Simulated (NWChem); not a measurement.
# CH4Si (SMILES C[SiH]): entropy by statistical mechanics

A singlet with charge 0, relaxed at B3LYP/6-31G* (spherical functions) (NWChem 7.3.0):

```xyz
6

C     0.0297    1.1443   -0.0001
Si    0.0919   -0.7717   -0.0004
H    -0.5337    1.5090   -0.8726
H     1.0179    1.6138   -0.0039
H    -0.5249    1.5061    0.8794
H    -1.4356   -0.9320    0.0002
```

Harmonic wavenumbers in cm⁻¹: 160, 582, 629, 661, 961, 1300, 1471, 1485, 2012, 3014, 3068, 3131.

Masses in u: C 12.011, Si 28.085, H 1.008. Take T = 298.15 K, p = 1 bar, R = 8.3145 J/(mol K), kT/hc = 207.22 cm⁻¹, rigid rotor and harmonic oscillator.

Work out S° at 298 K.


1. Translation (Sackur–Tetrode): S = R[3/2 ln M + 5/2 ln T − 1.1517] with M = 44.128 gives 156.1 J/(mol K).
2. Rotation: principal moments 5.434, 41.682, 44.022 u Å² give A, B, C = 3.1023, 0.4044, 0.3829 cm⁻¹; the symmetry number is σ = 1; q = (√π/σ)√((kT/hc)³/ABC) = 7628; S = R(ln q + 3/2) = 86.8.
3. Vibration: with u = ν̃/207.22, each mode gives R[u/(eᵘ − 1) − ln(1 − e⁻ᵘ)]; the sum is 16.5, most from 160 cm⁻¹ (10.7), 582 cm⁻¹ (2.0), 629 cm⁻¹ (1.7).
4. Electronic: R ln 1 = 0.0, from the spin multiplicity alone.
5. Sum: 156.1 + 86.8 + 16.5 + 0.0 = 259.4 J/(mol K).

No measured value is set beside it here. Where a soft mode is a torsion, a harmonic oscillator describes it poorly.
